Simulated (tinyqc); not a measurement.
Worked calculation: FCI on RHF in the sto-3g basis, for HF, spin multiplicity 1. One step of it, computed by the program tinyqc.

Task: Integrals over molecular orbitals. (pq|rs) = sum C_ip C_jq C_kr C_ls (ij|kl), one index at a time.

coefficients C, order 1F 1s, 1F 2s, 1F 2px, 1F 2py, 1F 2pz, 2H 1s:
```
[[0.994917, -0.256291, 0.059386, 0.000000, 0.000000, 0.061817],
 [0.021010, 0.984018, -0.306001, 0.000000, 0.000000, -0.355567],
 [0.000000, 0.000000, 0.000000, 0.998351, -0.057410, 0.000000],
 [0.000000, 0.000000, 0.000000, 0.057410, 0.998351, 0.000000],
 [0.001650, 0.038142, 0.686987, 0.000000, 0.000000, -0.783375],
 [-0.003704, 0.114435, 0.579263, 0.000000, 0.000000, 0.927856]]
```

core Hamiltonian H = T + V (hartree), order 1F 1s, 1F 2s, 1F 2px, 1F 2py, 1F 2pz, 2H 1s:
```
[[-40.489601, -9.500236, 0.000000, 0.000000, -0.009760, -1.170909],
 [-9.500236, -10.967198, 0.000000, 0.000000, -0.120885, -2.713818],
 [0.000000, 0.000000, -8.642231, 0.000000, 0.000000, 0.000000],
 [0.000000, 0.000000, 0.000000, -8.642231, 0.000000, 0.000000],
 [-0.009760, -0.120885, 0.000000, 0.000000, -8.709228, -1.904896],
 [-1.170909, -2.713818, 0.000000, 0.000000, -1.904896, -4.573667]]
```

Two-electron integrals (ij|kl) in chemists' order, unique and non-zero (hartree):
```
(11|11) 5.403501   (21|11) 0.841920   (21|21) 0.156299   (22|11) 1.268028
(22|21) 0.292344   (22|22) 0.926167   (31|31) 0.027998   (32|31) 0.043169
(32|32) 0.204588   (33|11) 1.264502   (33|21) 0.292403   (33|22) 0.925959
(33|33) 0.997514   (41|41) 0.027998   (42|41) 0.043169   (42|42) 0.204588
(43|43) 0.053770   (44|11) 1.264502   (44|21) 0.292403   (44|22) 0.925959
(44|33) 0.889973   (44|44) 0.997514   (51|51) 0.027998   (52|51) 0.043169
(52|52) 0.204588   (53|53) 0.053770   (54|54) 0.053770   (55|11) 1.264502
(55|21) 0.292403   (55|22) 0.925959   (55|33) 0.889973   (55|44) 0.889973
(55|55) 0.997514   (61|11) 0.104170   (61|21) 0.019187   (61|22) 0.035700
(61|33) 0.035644   (61|44) 0.035644   (61|51) 0.000778   (61|52) 0.001467
(61|55) 0.035816   (61|61) 0.002379   (62|11) 0.278823   (62|21) 0.065211
(62|22) 0.232289   (62|33) 0.228809   (62|44) 0.228809   (62|51) 0.004442
(62|52) 0.035485   (62|55) 0.239018   (62|61) 0.008131   (62|62) 0.073304
(63|31) 0.006643   (63|32) 0.040060   (63|53) 0.007361   (63|63) 0.010586
(64|41) 0.006643   (64|42) 0.040060   (64|54) 0.007361   (64|64) 0.010586
(65|11) 0.196031   (65|21) 0.046415   (65|22) 0.176991   (65|33) 0.169561
(65|44) 0.169561   (65|51) 0.009399   (65|52) 0.065531   (65|55) 0.191648
(65|61) 0.006015   (65|62) 0.068602   (65|65) 0.074347   (66|11) 0.456101
(66|21) 0.108400   (66|22) 0.446289   (66|33) 0.431839   (66|44) 0.431839
(66|51) 0.008716   (66|52) 0.099313   (66|55) 0.474734   (66|61) 0.013582
(66|62) 0.185717   (66|65) 0.202410   (66|66) 0.774606
```

Give: one-electron integrals over orbitals h = C^T H C; Two-electron integrals over orbitals.

Result:

one-electron integrals over orbitals h = C^T H C (hartree):
```
[[-40.472, 0.718, -0.157, 0.000, 0.000, -0.169],
 [0.718, -9.128, 0.531, 0.000, 0.000, 0.909],
 [-0.157, 0.531, -7.054, 0.000, 0.000, 2.141],
 [0.000, 0.000, 0.000, -8.642, 0.000, 0.000],
 [0.000, 0.000, 0.000, 0.000, -8.642, 0.000],
 [-0.169, 0.909, 2.141, 0.000, 0.000, -6.047]]
```

Two-electron integrals over orbitals (pq|rs), unique and non-zero (hartree):
```
(11|11) 5.364       (21|11) -0.517      (21|21) 0.079       (22|11) 1.224
(22|21) -0.022      (22|22) 0.866       (31|11) 0.119       (31|21) -0.017
(31|22) 0.008       (31|31) 0.019       (32|11) -0.131      (32|21) 0.006
(32|22) -0.041      (32|31) 0.021       (32|32) 0.144       (33|11) 0.921
(33|21) -0.009      (33|22) 0.713       (33|31) -2.97e-03   (33|32) -0.023
(33|33) 0.702       (41|41) 0.030       (42|41) 0.040       (42|42) 0.187
(43|41) -0.008      (43|42) -0.033      (43|43) 0.039       (44|11) 1.264
(44|21) -0.015      (44|22) 0.890       (44|31) 3.49e-03    (44|32) -0.072
(44|33) 0.702       (44|44) 0.998       (51|51) 0.030       (52|51) 0.040
(52|52) 0.187       (53|51) -0.008      (53|52) -0.033      (53|53) 0.039
(54|54) 0.054       (55|11) 1.264       (55|21) -0.015      (55|22) 0.890
(55|31) 3.49e-03    (55|32) -0.072      (55|33) 0.702       (55|44) 0.890
(55|55) 0.998       (61|11) 0.125       (61|21) -0.020      (61|22) 2.26e-03
(61|31) -0.011      (61|32) -0.024      (61|33) 0.008       (61|44) 3.57e-03
(61|55) 3.57e-03    (61|61) 0.022       (62|11) -0.182      (62|21) 4.55e-03
(62|22) -0.100      (62|31) -0.020      (62|32) -0.068      (62|33) -0.025
(62|44) -0.098      (62|55) -0.098      (62|61) 0.018       (62|62) 0.092
(63|11) -0.402      (63|21) 0.007       (63|22) -0.216      (63|31) 1.68e-03
(63|32) 0.087       (63|33) -0.102      (63|44) -0.231      (63|55) -0.231
(63|61) -0.005      (63|62) 0.044       (63|63) 0.215       (64|41) -0.008
(64|42) -0.033      (64|43) -0.020      (64|64) 0.030       (65|51) -0.008
(65|52) -0.033      (65|53) -0.020      (65|65) 0.030       (66|11) 0.855
(66|21) -0.009      (66|22) 0.653       (66|31) 0.012       (66|32) 0.054
(66|33) 0.658       (66|44) 0.634       (66|55) 0.634       (66|61) -0.008
(66|62) -0.059      (66|63) -0.022      (66|66) 0.689
```
